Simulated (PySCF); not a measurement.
## SF2: from structure and modes to constants

Level of theory: PBE in PySCF with S def2-TZVP, F def2-TZVP; no relativity; density-fitted integrals.

The singlet minimum has C2v symmetry. Masses (u): S 31.97207, F 18.99840.

```xyz
3
charge 0 multiplicity 1, angstrom
S     0.0000    0.0000   -0.5686
F     1.2357    0.0000    0.4792
F    -1.2357    0.0000    0.4792
```

Harmonic wavenumbers (cm⁻¹): 322.5 (a1, ×1), 771.0 (b2, ×1), 796.1 (a1, ×1).

**Question.** What is the harmonic zero-point energy?

**Answer.** Half the sum of all 3 wavenumbers, 1890/2 = 945 cm⁻¹, which is 11.3 kJ/mol (1 cm⁻¹ = 0.0119627 kJ/mol).

**Question.** Find the vibrational entropy and heat capacity at 298.15 K.

**Answer.** With u = 1.43878 ω/T, each mode gives S = R[u/(eᵘ−1) − ln(1−e⁻ᵘ)] and C = R u² eᵘ/(eᵘ−1)².
```csv
ω (cm⁻¹),u,S (J/(mol K)),C (J/(mol K))
322.5,1.557,5.43,6.82
771.0,3.721,0.97,2.93
796.1,3.842,0.88,2.75
```
The sums over all modes are S = 7.3 and C = 12.5 J/(mol K); the softest mode gives 75 % of the entropy.

**Question.** Give the standard entropy (298.15 K, 1 bar) by its translational, rotational, vibrational and spin parts, and Cp.

**Answer.** Sackur–Tetrode with M = 69.97 u gives 161.8; rotation with symmetry number 2 gives 90.0; vibration 7.3; spin R ln 1 = 0.0. The total is 259.1 J/(mol K), and Cp = 4 R + 12.5 = 45.8 J/(mol K).
